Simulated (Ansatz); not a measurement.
Process, species as SMILES: NB (BH2-NH2) → [BH2] (BH2) + [NH2] (NH2)
B3LYP-D3(BJ)/def2-TZVP geometries, fixed; electronic energies without zero-point terms.
Largest species:
```xyz
6

B     -0.7766     0.0323    -0.0041
N      0.6098    -0.0254     0.0032
H     -1.3984    -0.9854    -0.0254
H     -1.3119     1.0982     0.0110
H      1.1972     0.7922     0.0209
H      1.1274    -0.8889    -0.0085
```
Charge 0, spin multiplicity 1.

The bond dissociation energy at CCSD(T) with Ansatz (a program for electronic structure), in kcal/mol, split into its Hartree-Fock and correlation parts. Cores are frozen. Open shells are unrestricted. No added dispersion term, no relativity. Functions are those of the species that has most.

```
basis        X  functions  Hartree-Fock  CCSD(T)
-----------  -  ---------  ------------  -------
aug-cc-pVDZ  2         82        110.80   139.33
aug-cc-pVTZ  3        184        112.66   145.08
aug-cc-pVQZ  4        344        112.98   147.08
```

Worked estimate of the basis-set limit from each neighbouring pair, with Hartree-Fock from the larger set and the correlation part extrapolated as X^-3.
Correlation parts: X = 2: 28.53, X = 3: 32.42, X = 4: 34.10.
- (2,3): (27·(32.42) - 8·(28.53))/19 = 34.06; with Hartree-Fock 112.66 the estimate is 146.72 kcal/mol.
- (3,4): (64·(34.10) - 27·(32.42))/37 = 35.33; with Hartree-Fock 112.98 the estimate is 148.31 kcal/mol.
The last two estimates differ by 1.59 kcal/mol; the largest set lies 1.23 from the last. Over the last step Hartree-Fock moves by 0.32 and the correlation part by 1.68.
